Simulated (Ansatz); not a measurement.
Reactions of `C=C=C(C)Cl`.

Computed with Ansatz on PBE0-D4/def2-TZVP structures; ΔE is electronic, products minus reactants. CBS: MP2 limit from def2 TZ/QZ plus the TZ coupled-cluster correction, frozen cores. This one scheme is used for every species, atoms too. Open shells (•) are unrestricted, without spin–orbit coupling. Spin–orbit coupling would lower the free atoms: a little for C, Cl. One conformer a species, not always the lowest.

Task: Order these by ΔE at CCSD(T)/CBS, lowest first. (Best estimate.)
A. `C=C=C(C)Cl` + H₂S → `C=C=C(C)S` + HCl
B. `C=C=C(C)Cl` → `C#CCCCl`
C. `C=C=C(C)Cl` + H₂O → `C=C=C(O)Cl` + CH₄
D. `C=C=C(C)Cl` → `CC1=C(Cl)C1`
E. `C=C=C(C)Cl` + H₂ → `C=C=CCl` + CH₄
F. `C=C=C(C)Cl` → 4 C• + Cl• + 5 H•

Result: E (-49.3 kJ/mol), A (-18.1 kJ/mol), B (+2.7 kJ/mol), C (+52.7 kJ/mol), D (+77.7 kJ/mol), F (+4085.0 kJ/mol).

Largest T1 diagnostic: 0.012, for `C=C=C(O)Cl`.
